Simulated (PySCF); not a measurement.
## Broadened absorption spectrum of C2H4F2S

Species: C2H4F2S.
SMILES: `FCSCF`

Method: TDDFT B3LYP/def2-SVPD, vertical, gas phase, core orbitals frozen in the response in PySCF 2.14.0, density-fitted response routines. Isolated species at its GFN2-xTB geometry (one conformer only). Torsions of this conformer, `[F:1][CH2:2][S:3][CH2:4][F:5]`: F1–C2–S3–C4 70°, C2–S3–C4–F5 70°.

Broadening: Gaussians 0.5 eV wide at half height, area fixed by f = 4.319×10⁻⁹ ∫ε dν̃. The width is an assumption, not a result. The curve ends short of the highest state used, and states not computed would add to its high-energy end.

| λ (nm) | ε (L mol⁻¹ cm⁻¹) |
| --- | --- |
| 163.4 | 1765 |
| 166.8 | 1146 |
| 170.1 | 910 |
| 173.4 | 1211 |
| 176.8 | 1861 |
| 180.1 | 2506 |
| 183.5 | 2839 |
| 186.8 | 2573 |
| 190.2 | 1809 |
| 193.5 | 1008 |
| 196.9 | 441 |
| 200.2 | 174 |
| 203.5 | 80 |
| 206.9 | 58 |
| 210.2 | 53 |
| 213.6 | 46 |
| 216.9 | 34 |
| 220.3 | 21 |
| 223.6 | 12 |
| 226.9 | 6 |
| 230.3 | 2 |
| 233.6 | 1 |
| 237.0 | 0 |
| 240.3 | 0 |

Question: Where are the band maxima, and which computed states make them?

Answer: 184 nm (6.75 eV), ε about 2800, made up of S2 (83%) and S3 (17%) (ε in L mol⁻¹ cm⁻¹; maxima over ε = 5, shares over 10%). At its high-energy end, 7.59 eV, the curve is still rising (ε about 1800, from S4 and S5). The states used: S1 5.91 eV (f 0.0009); S2 6.69 eV (f 0.045); S3 7.01 eV (f 0.020); S4 7.60 eV (f 0.019); S5 7.76 eV (f 0.013); S6 7.83 eV (f 0.0002); S7 8.02 eV (f 0.0090); S8 8.19 eV (f 0.149).

Question: On this curve, what absorbance would a 10⁻³ mol/L sample give at 222 nm over a 1 cm path?

Answer: 222 nm is 5.585 eV, where ε is about 16 L mol⁻¹ cm⁻¹, so A = ε c l ≈ 0.016 (Beer–Lambert, with the gas-phase spectrum and the assumed width).

Question: What would ε be at 6.75 eV, the highest of these maxima, with half the width (0.25 eV)?

Answer: About 4300 L mol⁻¹ cm⁻¹ against 2840, a factor of about 1.5; a lone state at its own centre would give exactly 2.

Question: Coming from long wavelengths, where does ε first pass 100 L mol⁻¹ cm⁻¹?

Answer: At about 202 nm (6.13 eV), 0.22 eV above S1.
